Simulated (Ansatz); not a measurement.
`CCC(C)CC(C)C` + H–F → `CC(C)CF` + `CCCC`  (substitution at a C–C bond)

Program: Ansatz. Geometries: PBE0-D4/def2-TZVP. ΔE: electronic, gas phase. CCSD(T)/CBS adds triple-zeta CCSD(T) − MP2 to the extrapolated MP2 energy (def2 sets, frozen cores). This one scheme is used for every species. DFT in def2-TZVPP. Each species was taken in one conformer, which may not be the lowest.

`CCC(C)CC(C)C`:

```xyz
26

C     2.119    1.269    1.772
C     1.374    0.213    0.972
C    -0.130    0.449    0.855
C    -0.808    0.483    2.218
C    -0.805   -0.606   -0.020
C    -0.308   -0.748   -1.457
C    -1.091   -1.842   -2.168
C    -0.395    0.561   -2.228
H     3.197    1.094    1.743
H     1.818    1.278    2.821
H     1.936    2.269    1.367
H     1.807    0.168   -0.032
H     1.541   -0.776    1.418
H    -0.277    1.431    0.387
H    -1.886    0.627    2.113
H    -0.429    1.291    2.847
H    -0.650   -0.460    2.752
H    -0.712   -1.580    0.480
H    -1.881   -0.389   -0.053
H     0.744   -1.059   -1.432
H    -0.723   -1.998   -3.186
H    -2.151   -1.579   -2.235
H    -1.019   -2.794   -1.635
H     0.239    1.338   -1.794
H    -0.084    0.424   -3.267
H    -1.423    0.937   -2.236
```

H–F:

Z-matrix (Å, degrees):
```
F
H 1 0.920
```

`CC(C)CF`:

```xyz
14

C     1.234   -0.197    0.743
C    -0.089   -0.402    0.019
C     0.014   -0.032   -1.454
C    -1.209    0.355    0.699
F    -0.970    1.722    0.668
H     1.527    0.855    0.720
H     2.030   -0.778    0.271
H     1.169   -0.505    1.790
H    -0.369   -1.461    0.095
H     0.255    1.027   -1.568
H    -0.925   -0.222   -1.980
H     0.799   -0.610   -1.946
H    -2.166    0.182    0.195
H    -1.300    0.065    1.750
```

`CCCC`:

```xyz
14

C     1.273   -0.958    1.119
C     0.280   -0.707   -0.002
C    -0.281    0.706    0.003
C    -1.272    0.959   -1.120
H     0.809   -0.803    2.097
H     1.660   -1.979    1.094
H     2.126   -0.278    1.049
H    -0.548   -1.422    0.070
H     0.759   -0.899   -0.970
H     0.547    1.421   -0.067
H    -0.762    0.898    0.970
H    -2.124    0.277   -1.053
H    -0.806    0.806   -2.097
H    -1.660    1.979   -1.093
```

```
             level  ΔE (eV)
           BLYP-D4     0.23
           PBE0-D4     0.35
          BHLYP-D4     0.25
               PBE     0.16
     CCSD/def2-SVP     0.24
    MP2/def2-QZVPP     0.59
SCS-MP2/def2-QZVPP     0.43
     MP2/CBS(def2)     0.60
```

Q: What does CCSD(T)/CBS give? (Best estimate.)

A: Ansatz gave: +0.47 eV. The listed levels differ from it by -0.24, -0.12, -0.22, -0.31, -0.23, 0.12, -0.04, 0.13 eV.

Largest T1 diagnostic among the species: 0.009.

In def2-TZVPP, CCSD(T) changes the Hartree–Fock value by +0.48 eV (the triples alone add +0.06 eV) and MP2 by +0.61 eV. From r2SCAN to r2SCAN0 (25 % exact exchange), in def2-TZVPP and without D4, ΔE moves by +0.04 eV.
